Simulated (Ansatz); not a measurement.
**CH₂, triplet along the distance C1-H2**

Starting geometry (PBE0/def2-TZVP stationary point for this spin, not checked as a minimum):

```yaml
atoms:
  - { symbol: C, position_ang: [0.0000, -0.0596, 0.0000] }
  - { symbol: H, position_ang: [0.0000, 0.3549, -0.9962] }
  - { symbol: H, position_ang: [0.0000, 0.3549, 0.9962] }
```

From there H2 moves along the line of the two atoms named below, all else staying in place; atoms are numbered as listed. Energies are in kJ/mol, counted from the starting geometry at the same level. Kohn–Sham curves are unrestricted where that lies lower.

Basis cc-pVDZ; Ansatz 0.2.0. Correlated methods freeze the noble-gas cores.

Full CI is exact within this basis and frozen core; it isn't the basis-set limit.

```tsv
distance C1-H2 (Å)	wB97M-V
0.880	118.1
0.989	21.3
1.079	0.0
1.182	12.7
1.346	74.0
1.499	148.7
1.734	264.9
1.956	359.8
2.395	435.8
2.950	446.4
3.598	446.2
```

Q: Estimate the full CI curve in cc-pVDZ from this one, knowing how wB97M-V errs.

A: The computed full CI values, in kJ/mol from the starting point, and the error of wB97M-V against them:
```json
{"distance C1-H2 (Å)": "0.880", "full CI": "125.1", "wB97M-V less full CI": "-7.1"}
{"distance C1-H2 (Å)": "0.989", "full CI": "23.8", "wB97M-V less full CI": "-2.4"}
{"distance C1-H2 (Å)": "1.079", "full CI": "0.0", "wB97M-V less full CI": "0.0"}
{"distance C1-H2 (Å)": "1.182", "full CI": "10.9", "wB97M-V less full CI": "1.8"}
{"distance C1-H2 (Å)": "1.346", "full CI": "70.0", "wB97M-V less full CI": "4.1"}
{"distance C1-H2 (Å)": "1.499", "full CI": "141.5", "wB97M-V less full CI": "7.2"}
{"distance C1-H2 (Å)": "1.734", "full CI": "247.6", "wB97M-V less full CI": "17.2"}
{"distance C1-H2 (Å)": "1.956", "full CI": "327.1", "wB97M-V less full CI": "32.7"}
{"distance C1-H2 (Å)": "2.395", "full CI": "412.5", "wB97M-V less full CI": "23.3"}
{"distance C1-H2 (Å)": "2.950", "full CI": "430.7", "wB97M-V less full CI": "15.7"}
{"distance C1-H2 (Å)": "3.598", "full CI": "431.1", "wB97M-V less full CI": "15.1"}
```

wB97M-V at 3.598 Å lies 15.1 kJ/mol (3 %) above the reference in this basis.

In so small a basis the reference is far from its limit while semilocal and hybrid functionals are nearer theirs, so the functionals' errors here hold much of the reference's basis and frozen-core error, which can add to them or hide them.
